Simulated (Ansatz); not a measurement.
This geometry of C2H6N2O (11 atoms, charge 0, multiplicity 1) is a first-order saddle point.

The calculation used RKS B3LYP-D4/6-31G* (Ansatz).

```xyz
11
Properties=species:S:1:pos:R:3
C -1.355 -0.112 0.753
N -0.363 -0.926 0.078
C 0.655 -0.328 -0.409
N 0.965 1.002 -0.393
O 1.618 -1.040 -1.054
H -2.167 -0.753 1.108
H -0.949 0.416 1.634
H -1.808 0.649 0.092
H 1.813 1.330 -0.826
H 0.353 1.666 0.049
H 1.305 -1.961 -1.011
```

Problem. Which two structures does it join? (They come from a converged band through this point; their orientation in space is the band's.)

Solution. No bond is made or broken. The height of N4 over the plane of its neighbours goes from -0.25 to 0.25 Å. The two ends are copies of one structure, up to a mirror image or an exchange of like atoms.

Image 0:

```xyz
11
Properties=species:S:1:pos:R:3
C -1.375 -0.104 0.722
N -0.354 -0.919 0.090
C 0.643 -0.318 -0.428
N 0.896 1.036 -0.506
O 1.618 -1.028 -1.055
H -2.166 -0.752 1.109
H -0.990 0.479 1.578
H -1.841 0.609 0.022
H 1.854 1.287 -0.711
H 0.459 1.608 0.203
H 1.319 -1.953 -1.004
```

Image 6:

```xyz
11
Properties=species:S:1:pos:R:3
C -1.336 -0.113 0.790
N -0.362 -0.916 0.076
C 0.668 -0.323 -0.387
N 1.024 1.006 -0.284
O 1.624 -1.031 -1.045
H -2.168 -0.751 1.103
H -0.917 0.355 1.695
H -1.767 0.694 0.170
H 1.722 1.319 -0.946
H 0.265 1.656 -0.142
H 1.312 -1.953 -1.010
```

Problem. How far does it lie above each of them?

Solution. 2.4 kJ/mol above the first and 2.4 kJ/mol above the second. This is the barrier of this one path; another mechanism may lie lower.

Run time: 110 s on 1 thread of Arm Neoverse V1, on a shared host, peak memory 0.26 GiB.
